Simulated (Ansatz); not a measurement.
We consider hcp Mg, described by BLYP in Ansatz (PAW).

Numerical settings: plane-wave cutoff 520 eV, 18×18×12 k mesh (along the axes of the cell as run), Fermi–Dirac smearing 0.05 eV, scalar-relativistic PAW data made under PBE.

Equation-of-state points:

```json
[
 {"V (Å³/atom)": "22.515", "E − E_lowest (meV/atom)": "3.94", "P (GPa)": "1.397"},
 {"V (Å³/atom)": "22.984", "E − E_lowest (meV/atom)": "0.95", "P (GPa)": "0.661"},
 {"V (Å³/atom)": "23.453", "E − E_lowest (meV/atom)": "0.00", "P (GPa)": "0.001"},
 {"V (Å³/atom)": "23.922", "E − E_lowest (meV/atom)": "0.88", "P (GPa)": "-0.591"},
 {"V (Å³/atom)": "24.391", "E − E_lowest (meV/atom)": "3.40", "P (GPa)": "-1.121"}
]
```

Question: Estimate the bulk modulus from the pressures at 22.984 and 23.922 Å³/atom, and compare it with a fit to all energies.

Answer: B = −V dP/dV. Between V = 22.984 and 23.922 Å³/atom, dP/dV = (-0.591 − (0.661))/(23.922 − 22.984) = -1.33 GPa per Å³/atom; at the midpoint 23.453 Å³/atom this gives B ≈ 31.3 GPa. The third-order Birch–Murnaghan fit gives V0 = 23.454 Å³/atom, B0 = 31.2 GPa, B′ = 4.5, which lies within 1 % of that estimate.

Shape and atoms are relaxed at each volume.

Measured, for comparison: bulk modulus 38.6 GPa (copied from a table, unchecked, extrapolated to 0 K and zero-point effects removed; as tabulated in Lejaeghere et al. (2013), arXiv:1204.2733). Computed (rounded) less measured: bulk modulus not scored (unchecked).

Note: the bulk modulus comes from volumes at which shape and atoms were relaxed.

The computed numbers hold no vibrational or temperature effects.

Ansatz is a first-principles code.
